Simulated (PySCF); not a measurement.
Gas-phase reaction: 5 SiH4 + 3 C2Cl4 ⇌ 4 CH3SiCl3 + ethylsilane

Energies from PySCF (xtb for GFN2), thermal terms from the rigid-rotor harmonic-oscillator model, ideal gas at 1 bar. † marks an energy on the PBE0/def2-TZVP geometry and frequencies; other levels use their own. MP2 freezes the core. 6-31G* has spherical d functions here. All species are closed-shell singlets. B3LYP is the form with VWN-RPA correlation. MP2 isn't extrapolated to the basis-set limit; its ΔH°(298 K) is -2331.8 kJ in def2-SVP and -2435.6 kJ in def2-TZVPP. The harmonic model lacks anharmonicity and excited electronic states, which grow with temperature; levels with a mode under 35 cm⁻¹ are left out. Internal rotation in CH3SiCl3, ethylsilane is treated as a harmonic vibration of one conformer, which makes the entropy rough. Soft modes under 120 cm⁻¹ make the harmonic entropy rough for C2Cl4.

```json
[
 {"level": "B3LYP/6-31G*", "ΔE electronic, kJ": "-2389", "ΔH°(298 K), kJ": "-2243", "ΔS°(298 K), J/K": "-350", "ΔG°(600 K), kJ": "-2033"},
 {"level": "BLYP/def2-TZVP†", "ΔE electronic, kJ": "-2312", "ΔH°(298 K), kJ": "-2170", "ΔS°(298 K), J/K": "-347", "ΔG°(600 K), kJ": "-1962"},
 {"level": "GFN2-xTB", "ΔE electronic, kJ": "-1544", "ΔH°(298 K), kJ": "-1389", "ΔS°(298 K), J/K": "-324", "ΔG°(600 K), kJ": "-1193"},
 {"level": "M06-2X/def2-TZVP†", "ΔE electronic, kJ": "-2564", "ΔH°(298 K), kJ": "-2422", "ΔS°(298 K), J/K": "-347", "ΔG°(600 K), kJ": "-2215"},
 {"level": "MP2/def2-SVP†", "ΔE electronic, kJ": "-2474", "ΔH°(298 K), kJ": "-2332", "ΔS°(298 K), J/K": "-347", "ΔG°(600 K), kJ": "-2124"},
 {"level": "PBE/def2-SVP", "ΔE electronic, kJ": "-2355", "ΔH°(298 K), kJ": "-2214", "ΔS°(298 K), J/K": "-348", "ΔG°(600 K), kJ": "-2006"},
 {"level": "PBE0/def2-QZVP†", "ΔE electronic, kJ": "-2529", "ΔH°(298 K), kJ": "-2386", "ΔS°(298 K), J/K": "-347", "ΔG°(600 K), kJ": "-2179"},
 {"level": "PBE0/def2-SVP†", "ΔE electronic, kJ": "-2505", "ΔH°(298 K), kJ": "-2363", "ΔS°(298 K), J/K": "-347", "ΔG°(600 K), kJ": "-2155"},
 {"level": "r2SCAN/def2-TZVP†", "ΔE electronic, kJ": "-2547", "ΔH°(298 K), kJ": "-2405", "ΔS°(298 K), J/K": "-347", "ΔG°(600 K), kJ": "-2198"},
 {"level": "ωB97X-V/def2-TZVP†", "ΔE electronic, kJ": "-2538", "ΔH°(298 K), kJ": "-2395", "ΔS°(298 K), J/K": "-347", "ΔG°(600 K), kJ": "-2188"}
]
```
ΔH° is lowest at M06-2X/def2-TZVP† and highest at GFN2-xTB. No reference value is set beside these.
